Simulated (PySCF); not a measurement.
## How the method moves the bond dissociation enthalpies of methyl fluoride

Structure: `CF` (CH3F). Atom numbers as in the mapped SMILES `[CH3:1][F:2]`.

All levels share the PBE0-D3(BJ)/def2-SVP structures and the PBE0-D3(BJ)/def2-SVP thermal terms; only the single-point energies (PySCF) change. Values are bond dissociation enthalpies (298 K, kJ/mol).

| level | C1–H | C1–F2 | abs. error | time |
| --- | --- | --- | --- | --- |
| HF/jun-cc-pV(T+d)Z | 318 | 276 | 186.5 | 1.2 s |
| MP2/jun-cc-pV(T+d)Z | 415 | 478 | 15.5 | 6.4 s |
| ωB97X-D3(BJ)/def2-TZVP | 415 | 458 | 4.1 | – |
| CCSD(T)/jun-cc-pV(T+d)Z | 418 | 448 | 14.3 | 3.9 min |
| ATcT 1.112 | n/a | 462 |  |  |

Times are wall times for all single points of a level on 1 thread of Arm Neoverse V1, a shared host; the dash marks the run that also made the structures.

Hartree-Fock leaves out electron correlation, so its bond energies come out too low, often by 100 kJ/mol or more.

The widest spread is that of C1–F2: 202 kJ/mol, from 276 to 478.
